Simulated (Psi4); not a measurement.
# H3NS (Thiohydroxylamine): PBE-D3(BJ)/def2-SVP (density fitting)

Wanted: a short trajectory of H3NS (Thiohydroxylamine). Input form: an ASE script.

The calculation is run with Psi4 1.11.

**1. The system as given**

The species is H3NS (5 atoms), typed as a singlet with charge 0. SMILES: `NS`. The coordinates come from a GFN2-xTB relaxation. The run starts from this shape.

Bond lengths: N1–S2 1.719 Å, N1–H3 1.015 Å, N1–H4 1.015 Å, S2–H5 1.338 Å. Angles: N1–S2–H5 95.5°, S2–N1–H3 109.8°, S2–N1–H4 109.7°, H3–N1–H4 108.9°.

**2. Molecular dynamics at PBE-D3(BJ)/def2-SVP (density fitting)**

run_ase.py

```python
import numpy as np
from ase.calculators.psi4 import Psi4
from ase import Atoms
from ase import units
from ase.md.velocitydistribution import MaxwellBoltzmannDistribution, Stationary
from ase.md.verlet import VelocityVerlet

mol = Atoms(['N', 'S', 'H', 'H', 'H'], positions=[
    [-0.162760, -0.507400, -0.231700],
    [0.168270, 0.954370, 0.610330],
    [0.015040, -1.300690, 0.375430],
    [-1.135990, -0.524720, -0.519210],
    [1.115440, 1.378440, -0.234860],
])
calc = Psi4(atoms=mol, method='pbe-d3bj', basis='def2-SVP', memory='1600MB', num_threads=1, charge=0, multiplicity=1, label='h3ns', reference='rks')
mol.calc = calc

MaxwellBoltzmannDistribution(mol, temperature_K=600.0, rng=np.random.default_rng(900))
Stationary(mol)
dyn = VelocityVerlet(mol, 0.5 * units.fs)
def show():
    ep, ek = mol.get_potential_energy(), mol.get_kinetic_energy()
    print(f'step {dyn.nsteps:3d}  Epot {ep:14.6f}  Ekin {ek:9.6f}  Etot {ep + ek:14.6f} eV  T {mol.get_temperature():7.1f} K')
dyn.attach(show)
dyn.run(40)
```

On the command line:

```
$ python run_ase.py
```

h3ns.dat:

```text
gradient() will perform analytic gradient computation.

   => Loading Basis Set <=

    Name: DEF2-SVP
    Role: ORBITAL
    Keyword: BASIS

   => PBE-D3(BJ): Empirical Dispersion <=

        s6 =       1.000000
        s8 =       0.787500
        a1 =       0.428900
        a2 =       4.440700

         ---------------------------------------------------------
                                   SCF
                              RKS Reference
                        1 Threads,   1525 MiB Core
         ---------------------------------------------------------

  ==> Geometry <==

    Molecular point group: c1
    Full point group: C1

    Geometry (in Angstrom), charge = 0, multiplicity = 1:

       Center              X                  Y                   Z               Mass
    ------------   -----------------  -----------------  -----------------  -----------------
         N           -0.279807055860    -1.030940626812    -0.469889829544    14.003074004430
         S            0.125854549266     0.515780347261     0.238238578200    31.972071174400
         H           -0.619235298985    -1.607501296110     0.301320964357     1.007825032230
         H           -0.979580074953    -1.005396035325    -1.191961093006     1.007825032230
         H            1.493964141614     0.574618844712    -0.138386427062     1.007825032230

  Running in c1 symmetry.

  Rotational constants: A =      4.70012  B =      0.45864  C =      0.44767 [cm^-1]
  Rotational constants: A = 140906.04953  B =  13749.67132  C =  13420.95469 [MHz]
  Nuclear repulsion =   56.704238735593748

  Charge       = 0
  Multiplicity = 1
  Electrons    = 26
  Nalpha       = 13
  Nbeta        = 13

  ==> Algorithm <==

  SCF Algorithm Type is DF.
  DIIS enabled.
  MOM disabled.
  Fractional occupation disabled.
  Guess Type is SAD.
  Energy threshold   = 1.00e-08
  Density threshold  = 1.00e-08
  Integral threshold = 1.00e-12

  ==> Primary Basis <==

[... 53 lines left out ...]
    Weights Tolerance      =       1.00E-15
[... 56 lines left out ...]
   @DF-RKS iter SAD:  -454.05683058772951   -4.54057e+02   0.00000e+00
[... 1 line left out ...]
   @DF-RKS iter   2:  -452.85472117085652    1.23743e+00   3.23161e-02 ADIIS/DIIS
[... 1 line left out ...]
   @DF-RKS iter   4:  -454.30690568536176   -1.49465e-02   1.57726e-03 ADIIS/DIIS
[... 1 line left out ...]
   @DF-RKS iter   6:  -454.31047156501018   -1.00432e-04   8.08743e-05 DIIS
[... 1 line left out ...]
   @DF-RKS iter   8:  -454.31048154391380   -4.11221e-07   2.01241e-06 DIIS
[... 1 line left out ...]
   @DF-RKS iter  10:  -454.31048154848162   -1.36481e-10   6.16297e-08 DIIS
[... 1 line left out ...]
  Energy and wave function converged.
[... 32 lines left out ...]
  @DF-RKS Final Energy:  -454.31048154848725
[... 4 lines left out ...]
    One-Electron Energy =                -738.6139102786333979
[... 1 line left out ...]
    DFT Exchange-Correlation Energy =     -33.4370803623048829
[... 1 line left out ...]
    VV10 Nonlocal Energy =                  0.0000000000000000
[... 15 lines left out ...]
 Dipole X            :         -0.1820203           -0.0941610           -0.2761812
[... 1 line left out ...]
 Dipole Z            :          0.8836137           -0.9570293           -0.0734156
[... 25 lines left out ...]
  Nuclear repulsion =   56.704238735593748

  ==> Basis Set <==

  Basis Set: DEF2-SVP
    Blend: DEF2-SVP
    Number of shells: 23
    Number of basis functions: 47
    Number of Cartesian functions: 49
    Spherical Harmonics?: true
    Max angular momentum: 2

  ==> DFJKGrad: Density-Fitted SCF Gradients <==

    Gradient:                    1
    J tasked:                  Yes
    K tasked:                   No
    wK tasked:                  No
    Integrals threads:           1
    Memory [MiB]:             1144
    Schwarz Cutoff:          1E-12
    Fitting Condition:       1E-10

   => Auxiliary Basis Set <=

  Basis Set: (DEF2-SVP AUX)
    Blend: DEF2-UNIVERSAL-JKFIT
    Number of shells: 81
    Number of basis functions: 259
    Number of Cartesian functions: 308
    Spherical Harmonics?: true
    Max angular momentum: 4

  ==> DFT Potential <==

   => LibXC <=

    Version 7.1.2

   => Composite Functional: PBE-D3BJ2B <=

    PBE GGA Exchange-Correlation Functional

    Deriv               =              1
    GGA                 =           TRUE
    Meta                =          FALSE

    Exchange Hybrid     =          FALSE
    MP2 Hybrid          =          FALSE

   => Exchange Functionals <=

    1.0000     XC_GGA_X_PBE

   => Correlation Functionals <=

    1.0000     XC_GGA_C_PBE

   => LibXC Density Thresholds  <==

    XC_GGA_C_PBE:  1.00E-12
    XC_GGA_X_PBE:  1.00E-15

   => Molecular Quadrature <=

    Radial Scheme          =       TREUTLER
    Pruning Scheme         =           NONE
    Nuclear Scheme         =       TREUTLER

    Blocking Scheme        =         OCTREE
    BS radius alpha        =              1
    Pruning alpha          =              1
    Radial Points          =             75
    Spherical Points       =            302
    Total Points           =         108030
    Total Blocks           =            876
    Max Points             =            256
    Max Functions          =             47
    Weights Tolerance      =       1.00E-15

  -Total Gradient:
     Atom            X                  Y                   Z
    ------   -----------------  -----------------  -----------------
       1       -0.020303452275    -0.001887063502    -0.020751893674
       2       -0.012918368215     0.002064660607     0.012694833134
       3        0.001614191214     0.006014917698    -0.000164867156
       4        0.013033981943    -0.008653329617     0.012512999116
       5        0.018574581829     0.002475026498    -0.004288006631

	total time  =          0 seconds =       0.00 minutes
```

Run time: 2.1 min. Hardware: 1 thread of Intel Xeon at 2.60GHz (Ice Lake), shared host; peak memory 0.91 GiB.

Steps, from the record of the run:

```csv
step,potential energy change (eV),largest force (eV/Å)
0,0.0000,0.8159
2,-0.0034,0.7321
4,0.0045,0.6297
6,0.0297,0.9751
8,0.0657,1.2555
10,0.0930,1.3629
12,0.0958,1.2984
14,0.0765,1.0730
16,0.0538,0.9980
18,0.0448,1.0871
20,0.0478,1.1609
22,0.0485,1.2783
24,0.0414,1.4805
26,0.0333,1.3588
28,0.0294,0.9863
30,0.0284,1.0736
32,0.0274,0.9823
34,0.0278,0.9110
36,0.0337,1.1010
38,0.0426,1.1604
40,0.0432,1.4961
```

**3. Summary of results**

Level: PBE-D3(BJ)/def2-SVP (density fitting).

| quantity | value |
| --- | --- |
| potential energy of the last frame | -454.31048 Eh |
